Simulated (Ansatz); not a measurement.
Process, species as SMILES: ClCCl → Cl[CH]Cl + H atom
B3LYP-D3(BJ)/def2-TZVP geometries, fixed; electronic energies without zero-point terms.

Core correlation in the bond dissociation energy at MP2 with Ansatz (an electronic-structure program), in kcal/mol: frozen core against 1s of Al to Cl frozen alone. Core-valence sets carry the plain set on hydrogen. Open shells are unrestricted.

| basis | functions, most | frozen core | 1s of Al to Cl frozen alone | core term (second minus first) |
|---|---|---|---|---|
| cc-pV(D+d)Z | 70 | 97.65 | 97.79 | 0.15 |
| cc-pCVDZ | 82 | 98.61 | 98.71 | 0.10 |
| cc-pV(T+d)Z | 136 | 102.08 | 102.67 | 0.60 |
| cc-pCVTZ | 189 | 102.10 | 102.13 | 0.02 |
| cc-pwCVTZ | 189 | 102.03 | 102.00 | -0.03 |
| cc-pV(Q+d)Z | 243 | 103.15 | 103.51 | 0.36 |
| cc-pwCVQZ | 362 | 103.06 | 103.01 | -0.05 |
| cc-pCVQZ | 362 | 103.07 | 103.03 | -0.03 |

The largest core-valence set, cc-pCVQZ, gives a core term of -0.03 kcal/mol; the valence set cc-pV(Q+d)Z, which lacks functions for the core, gives 0.36.
